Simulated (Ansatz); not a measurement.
```yaml
crystal:
  periodic: [false, false, false]
  atoms:
    - {symbol: Al, position_ang: [-1.119983, 0.183370, -0.546567]}
    - {symbol: P, position_ang: [0.965741, -0.176204, 0.496303]}
    - {symbol: H, position_ang: [-2.372410, 0.793133, 0.210859]}
    - {symbol: H, position_ang: [1.486498, 0.838831, -0.317719]}
    - {symbol: H, position_ang: [1.189724, -1.125896, -0.513362]}
basis:
  gaussian: {orbitals: def2-TZVP}
magnetization: {spin_polarized: true, initial_magnetization: 1}
hamiltonian: {xc: pbe0}
relax: {f_tol: 0.004, max_steps: 80}
```

```sh
$ ansatz run in.yaml --threads 1 --pin off --events-out ev --progress --plain --max-ram 2176MiB
```

Steps of the relaxation (energy above the last step; positions in Å, forces in eV/Å):

```
5
step 1, 114.0 meV
Al   -1.120    0.183   -0.547    0.069   -0.123   -0.228
P     0.966   -0.176    0.496   -0.350   -0.138    0.522
H    -2.372    0.793    0.211   -0.156    0.160    0.212
H     1.486    0.839   -0.318    0.215    0.459   -0.272
H     1.190   -1.126   -0.513    0.223   -0.358   -0.234
```

```
5
step 2, 73.3 meV
Al   -1.171    0.180   -0.580   -0.030   -0.133   -0.107
P     0.919   -0.197    0.467   -0.037   -0.194    0.025
H    -2.376    0.844    0.250    0.061    0.070    0.061
H     1.464    0.859   -0.309    0.062    0.160   -0.047
H     1.313   -1.173   -0.498   -0.056    0.096    0.068
```

```
5
step 3, 74.1 meV
Al   -1.217    0.063   -0.655   -0.095    0.209    0.519
P     0.863   -0.209    0.458    0.047   -0.214   -0.452
H    -2.243    0.920    0.294    0.109   -0.123   -0.345
H     1.402    0.903   -0.267   -0.073   -0.095    0.075
H     1.345   -1.164   -0.500    0.012    0.223    0.203
```

```
5
step 9, 6.6 meV
Al   -1.283   -0.122   -0.450   -0.116    0.092    0.038
P     0.882   -0.297    0.430    0.184    0.035   -0.151
H    -2.170    1.101    0.134    0.114   -0.110   -0.072
H     1.287    0.934   -0.175   -0.071   -0.093    0.084
H     1.435   -1.103   -0.609   -0.111    0.077    0.100
```

```
5
step 12, 0.0 meV
Al   -1.288   -0.168   -0.388   -0.001    0.000   -0.002
P     0.903   -0.310    0.436    0.003    0.004    0.002
H    -2.119    1.126    0.072    0.001    0.000    0.001
H     1.247    0.943   -0.146   -0.002   -0.002    0.001
H     1.406   -1.078   -0.646    0.000   -0.001   -0.002
```

Close pairs at the end: P2–H5 1.419 Å, P2–H4 1.424 Å, Al1–H3 1.606 Å, Al1–P2 2.345 Å.

A stationary point of unrestricted PBE0 after 12 steps, with ⟨S²⟩ = 0.753 against 0.75 for a pure state; no frequencies were run, so it isn't proven a minimum. 15 s on 1 thread of AMD EPYC 9R45, shared host.
